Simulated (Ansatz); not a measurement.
BClH3N (`NBCl`). The species carries charge 0 and has multiplicity 1.

Cartesian coordinates in Å:
```
N -0.239 -0.509 0.518
B 0.274 0.296 -0.482
Cl -0.177 2.004 -0.550
H -0.008 -1.484 0.592
H -0.870 -0.172 1.227
H 1.019 -0.134 -1.306
```

What are the harmonic wavenumbers in cm⁻¹ at PBE0-D4/def2-TZVP (Ansatz, finite differences of forces, unscaled)? (An estimate is asked.)

Computed: 351, 548, 611, 709, 889, 932, 1138, 1360, 1629, 2668, 3618, 3722.

Is this a minimum?

Yes, all 12 modes are real.

Give the ideal-gas thermochemistry at 298.15 K and 1 bar (rigid rotor, harmonic oscillator; point group Cs, symmetry number 1).

Zero-point energy 108.7 kJ/mol; H(298) − E = 121.1 kJ/mol; entropy 268.2 J/(mol·K), of which translation 160.6, rotation 96.0, vibration 11.7; G(298) − E = 41.1 kJ/mol.

Rotational constants (cm⁻¹)?

1.732, 0.1832, 0.1657.
